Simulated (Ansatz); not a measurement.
`[SiH3][AlH][Cl]`. Charge 0, multiplicity 1. The geometry is a stationary point of PBE0-D4/def2-TZVP.

```xyz
7

Si   -0.749   -0.448    0.662
Al    0.772    0.553   -0.971
Cl    2.723    0.962   -0.296
H    -0.895    0.446    1.845
H    -0.207   -1.751    1.139
H    -2.104   -0.690    0.094
H     0.459    0.927   -2.474
```

Problem. What is the dipole moment at PBE/def2-TZVPP? (Estimate.)

Solution. Ansatz gave: 1.17 D, with components (-1.10, -0.25, -0.30) D in this frame, pointing from negative to positive charge.

Problem. And with r2SCAN, B3LYP, ωB97M-V? (An estimate is asked.)

Solution. The calculation gave: r2SCAN 1.22 D, B3LYP 1.26 D, ωB97M-V 1.25 D.

Problem. Give the Mulliken charges with PBE, B3LYP, r2SCAN in def2-TZVPP. (Estimate.)

Solution. The calculation gave: 
```json
{"atom": "Si1", "PBE": "-0.03", "B3LYP": "0.04", "r2SCAN": "0.01"}
{"atom": "Al2", "PBE": "0.47", "B3LYP": "0.51", "r2SCAN": "0.58"}
{"atom": "Cl3", "PBE": "-0.23", "B3LYP": "-0.26", "r2SCAN": "-0.27"}
{"atom": "H4", "PBE": "-0.03", "B3LYP": "-0.05", "r2SCAN": "-0.06"}
{"atom": "H5", "PBE": "-0.03", "B3LYP": "-0.05", "r2SCAN": "-0.06"}
{"atom": "H6", "PBE": "-0.04", "B3LYP": "-0.05", "r2SCAN": "-0.06"}
{"atom": "H7", "PBE": "-0.11", "B3LYP": "-0.13", "r2SCAN": "-0.16"}
```

B3LYP here is the variant with VWN-RPA as its local correlation; programs differ in this.
